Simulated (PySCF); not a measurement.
**How methods differ on the ionisation energy of Al**

Al [Ne] 3s2 3p1 (2P) → Al⁺ [Ne] 3s2 (1S), as a difference of total energies. All numbers are calculated (PySCF 2.14, no relativity, point nucleus, in dyall-acv3z). Correlated levels: valence: [Ne] frozen; virtual orbitals above 40 to 60 times the deepest correlated orbital energy dropped. The calculations carry no spin-orbit coupling.

| method | ionisation energy (eV) |
| --- | --- |
| UHF | 5.609 |
| MP2 (valence) | 5.836 |
| SCS-MP2 (valence) | 5.820 |
| CCSD (valence) | 5.926 |
| CCSD(T) (valence) | 5.960 |

Errors of the correlated levels include the incompleteness of this basis and the frozen core.

Which method comes closest to the reference value, and which is furthest?

The reference is 5.977 eV (measured; NIST levels, between the centres of gravity of the two terms). Closest: CCSD(T) (valence) (error -0.017 eV); furthest: UHF (error -0.368 eV).
